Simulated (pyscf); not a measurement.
Optimised with ωB97X-D3(BJ)/def2-SVP in PySCF.

Question: Estimate the classical barrier height and the reaction energy of H₂N–GeH(F)–F + hydrogen (H₂) -> F–GeH₂–F + ammonia (NH₃) at PBE/def2-TZVP. The step runs on the singlet surface, breaks Ge–N, H–H and forms Ge–H, H–N; take the separated reactants as zero.

Answer: ΔE‡ = 1.55 eV, ΔE = +0.02 eV. ωB97M-D3(BJ)/def2-TZVP gives 1.81 eV and +0.05 eV. Zero-point energy shifts the barrier by +0.13 eV. It is a four-centre exchange, with an imaginary mode of 1589i cm⁻¹. On the product side the descent ends in a bound adduct, 0.43 eV under the separated species and 2.15 eV under the saddle at ωB97X-D3(BJ)/def2-TZVP. At the saddle there is also a short Ge–H contact that neither side keeps. One saddle was located; it need not be the lowest between these sides. Elements up to Kr have no core potential and no relativistic terms here.
